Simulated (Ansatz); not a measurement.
One change: `NC1=C(O)C1` becomes `OC1=C(F)C1`.

Ansatz, PBE0-D4/def2-TZVP geometries, multiplicity 1. Each molecule was computed in one conformer, which needn't be the lowest.

| property | `NC1=C(O)C1` |
| --- | --- |
| size of the dipole moment (ωB97M-V/def2-TZVPP) / D | 1.19 |
| LUMO energy (PBE/def2-TZVPP) / eV | -0.02 |
| HOMO energy (ωB97M-V/def2-TZVPP) / eV | -7.57 |
| LUMO energy (PBE0/def2-TZVPP) / eV | 0.84 |
| LUMO energy (ωB97M-V/def2-TZVPP) / eV | 2.25 |
| LUMO energy (B3LYP/def2-TZVPP) / eV | 0.44 |

Task: Give the same properties after the change, and the shifts. (Estimate.)

Result: Ansatz gave: 
```tsv
property	`OC1=C(F)C1`	shift
size of the dipole moment (ωB97M-V/def2-TZVPP) / D	1.37	0.18
LUMO energy (PBE/def2-TZVPP) / eV	-0.48	-0.46
HOMO energy (ωB97M-V/def2-TZVPP) / eV	-8.73	-1.16
LUMO energy (PBE0/def2-TZVPP) / eV	0.44	-0.40
LUMO energy (ωB97M-V/def2-TZVPP) / eV	1.93	-0.32
LUMO energy (B3LYP/def2-TZVPP) / eV	0.02	-0.42
```

With PBE0 the HOMO falls by 1.12 eV and the LUMO falls by 0.40 eV, so the gap widens by about 0.72 eV. PBE moves the HOMO by -1.02 eV and ωB97M-V by -1.16 eV. The zero-point energy changes by -64.0 kJ/mol with -6 modes. Dipoles are sizes alone; their direction can turn.

B3LYP here is the variant with VWN-RPA as its local correlation; programs differ in this.
